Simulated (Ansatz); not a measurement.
A calculation with Ansatz (development build ahead of 0.2.0).

```yaml
crystal:
  periodic: [false, false, false]
  atoms:
    - { symbol: C, position_ang: [0.00051, -0.00993, -0.16043] }
    - { symbol: H, position_ang: [-0.00968, -0.00096, 0.97111] }
basis:
  gaussian: { orbitals: STO-3G }
magnetization:
  spin_polarized: true
  initial_magnetization: 1
hamiltonian:
  xc: hf
correlation:
  method: mp2
  frozen_orbitals: { C: 1, H: 0 }
```

The input is written out in the form of the current development build from the run's settings.

Output:

```yaml
Converged: yes
Reference_energy: -37.77373 hartree
Correlation_energy: -0.01810 hartree
Total_energy: -37.79183 hartree
Spin_squared_of_the_determinant: 1.066
```

Caution: the unrestricted determinant is spin contaminated.
